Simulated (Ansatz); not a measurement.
Basis-set extrapolation for C$_{4}$H$_{4}$OS, SMILES `CC#COC=S` (PBE0-D4/def2-TZVP geometry, frozen core, Ansatz). Multiplicity 1, RHF reference.

|  | def2-TZVPP | def2-QZVPP |
| --- | --- | --- |
| HF | -626.183609 | -626.204627 |
| MP2 correlation | -1.025532 | -1.099087 |
| CCSD(T) correlation | -1.109708 | not run |

Energies in hartree. Use E(X) = E(∞) + A·exp(−7.88·√X) for Hartree–Fock and E(X) = E(∞) + B·X^(−2.97) for correlation, with X = 3 and 4, and add CCSD(T) minus MP2 of the smaller set to the MP2 limit.

Q: What is the CCSD(T) energy at the basis-set limit?

A: HF limit: -626.204627 + (-0.021018) × 0.13774 = -626.20752. MP2 limit: -1.099087 + (-0.073555) × 0.74074 = -1.15357. Higher-order term: -1.109708 − (-1.025532) = -0.08418. Total: -627.44527 hartree, 399.0 kJ/mol below CCSD(T)/def2-TZVPP.
